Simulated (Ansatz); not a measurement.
**Relaxing a trial structure of C3H3NS**

The starting geometry of this gas-phase singlet is a saddle point at PBE-D3(BJ)/def2-SVP, pushed by 0.25 Å along its imaginary mode; its bonds are those of `C=C(S)C#N`.

| atom | x (Å) | y (Å) | z (Å) |
| --- | --- | --- | --- |
| C | -0.6669 | -2.5263 | 0.1547 |
| C | -0.3056 | -1.3810 | -0.4554 |
| C | 0.9480 | -1.2624 | -1.1752 |
| N | 1.9556 | -1.1351 | -1.7673 |
| S | -1.3294 | 0.0807 | -0.4414 |
| H | -0.0230 | -3.4099 | 0.0789 |
| H | -1.6098 | -2.5998 | 0.7022 |
| H | -0.3888 | 0.9504 | -0.9634 |

Question: Predict what it relaxes into with PBE-D3(BJ)/def2-SVP.

Answer: It keeps its bonds, and is `C=C(S)C#N`.

The energy falls by 0.02 eV over 10 steps:

```csv
step,E − E(last) (eV)
1,0.019
2,0.008
3,0.002
4,0.002
5,0.002
6,0.001
7,0.000
8,0.000
9,0.000
10,0.000
```

Final geometry (Å):

```xyz
8

C    -0.6568   -2.5121    0.1564
C    -0.2917   -1.3750   -0.4867
C     0.9442   -1.2766   -1.2058
N     1.9565   -1.1552   -1.7892
S    -1.3678    0.0472   -0.5643
H    -0.0175   -3.4047    0.1134
H    -1.6022   -2.5648    0.7161
H    -0.3846    0.9578   -0.8068
```

Frequencies at the end are all real (lowest 144 cm⁻¹). Run with Ansatz 0.2.0, 11 s on 2 threads of AMD EPYC 7R43 64-Core Processor (Zen 3), on a shared host.
